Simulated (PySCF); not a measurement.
Geometry:
```json
{"atom": "N1", "x (Å)": "1.309", "y (Å)": "0.624", "z (Å)": "-0.180"}
{"atom": "P2", "x (Å)": "-0.103", "y (Å)": "-0.010", "z (Å)": "-0.066"}
{"atom": "H3", "x (Å)": "2.096", "y (Å)": "-0.010", "z (Å)": "-0.170"}
{"atom": "H4", "x (Å)": "-0.608", "y (Å)": "-0.907", "z (Å)": "-1.053"}
{"atom": "H5", "x (Å)": "-1.074", "y (Å)": "1.003", "z (Å)": "-0.100"}
{"atom": "H6", "x (Å)": "-0.510", "y (Å)": "-0.740", "z (Å)": "1.089"}
```

No solvent, non-relativistic Hamiltonian, one conformer, one averaged value for each set of equivalent atoms. Coordinates at the PBE0-D3(BJ)/def2-TZVP level; shieldings: GIAO B97-2/pcSseg-2; PySCF 2.14.0 with density-fitted response routines.

Referencing at the same level of theory: 1H vs TMS; 15N vs NH3; 31P against H3PO4.

| atoms | nucleus | count | δ (ppm) |
| --- | --- | --- | --- |
| H3 | 1H | 1 | -1.23 |
| P2 | 31P | 1 | ? |
| N1 | 15N | 1 | -6.3 |
| H4/H5/H6 | 1H | 3 | ? |

Problem. Complete the table.

Solution. 
- H4/H5/H6: 7.40 ppm, hydrogen on a phosphorus bonded to N
- P2: -84.4 ppm, phosphorus bonded to N, 3 H

Exchangeable OH/NH protons stand at their gas-phase positions; hydrogen bonding in a real sample shifts them, mostly to higher δ. Experimental scales use liquid or dissolved standards, which lie at an offset from isolated NH3 (liquid NH3: subtract about 20 ppm) and H3PO4.
